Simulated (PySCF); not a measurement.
Work out the structure from these simulated measurements.

Formula: C4H11PS.

| Quantity | Value |
| --- | --- |
| UV, first state | lowest singlet excitation: 5.63 eV (220 nm, f = 0.019) [TDDFT PBE0/def2-SVPD] |
| Rotational structure | rotational constants A, B, C: 4.001, 1.211, 1.150 GHz [GFN2-xTB] |
| 1H NMR | chemical shifts (computed TMS as zero) by class: 6.98 (2 H), 2.50 (1 H), 1.46 (2 H), 1.06 (6 H) ppm [GIAO PBE0/pcSseg-1] |
| UV, strongest line | among the 8 lowest singlet transitions: S6 at 6.27 eV (198 nm, f = 0.060) [TDDFT PBE0/def2-SVPD] |
| 13C NMR | chemical shifts (computed TMS as zero) by class: 40.9 (1 C), 24.0 (2 C), 23.9 (1 C) ppm [GIAO PBE0/pcSseg-1] |
| Triplet | lowest triplet excitation (Tamm–Dancoff): 5.14 eV [TDA PBE0/def2-SVPD] |
| Dipole | 4.15 D [PBE0/def2-SVPD] |
| NMR, other nuclei | isotropic shieldings of nuclei other than C and H, by class: 374 (1 P), 867 (1 S) ppm [GIAO PBE0/pcSseg-1] |

Electronic properties: PySCF, gas phase, density fitting. Levels stand in brackets. The structure is a single GFN2-xTB conformer in the gas phase; no vibrational or solvent corrections. NMR values are class means; diastereotopic atoms form classes of their own.

Question: Propose a structure and show how it fits.

Answer: Numbering: `[CH3:1][CH:2]([CH3:3])[CH2:4][PH2:5]=[S:6]`. 4 carbons fall into 3 classes; from least to most shielded: sp3 carbon bound to phosphorus [C4] (40.9 ppm), methyl carbon [C1/C3] (24.0 ppm, 2 C, up to 3.1 ppm apart in this geometry), sp3 CH carbon [C2] (23.9 ppm). Hydrogen classes from least to most shielded: 2 H on a phosphorus bonded to C, S and 2 H, P5 (6.98 ppm), 1 H on an sp3 CH carbon, C2 (2.50 ppm), 2 H on an sp3 carbon bound to phosphorus, C4 (1.46 ppm, a mean of values up to 0.7 ppm apart in this geometry), 6 H on 2 methyl carbons, C1/C3 (1.06 ppm, a mean of values up to 1.3 ppm apart in this geometry). The other shieldings belong to: 374 ppm, phosphorus bonded to C, S and 2 H [P5]; 867 ppm, sulfur bonded to P [S6]. The optimised geometry has point group C1 and is an asymmetric top. Structure: `CC(C)C[PH2]=S`. Computed isomers that give other values at the same levels: `CSCP(C)C` (13C chemical shifts (computed TMS as zero) by class: 44.1 (1 C), 19.9 (1 C), 17.6 (2 C) ppm); `CC(C)[P@@H](C)=S` (13C chemical shifts (computed TMS as zero) by class: 35.3 (1 C), 21.7 (1 C), 19.7 (1 C), 13.3 (1 C) ppm); `CCP(C)(C)=S` (13C chemical shifts (computed TMS as zero) by class: 34.0 (1 C), 25.3 (2 C), 7.9 (1 C) ppm). The assignments are read from this structure; whether some other isomer fits the data as well wasn't checked.

Conformer computed: `[CH3:1][CH:2]([CH3:3])[CH2:4][PH2:5]=[S:6]`: C1–C2–C4–P5 -62°, C2–C4–P5–S6 -46°.
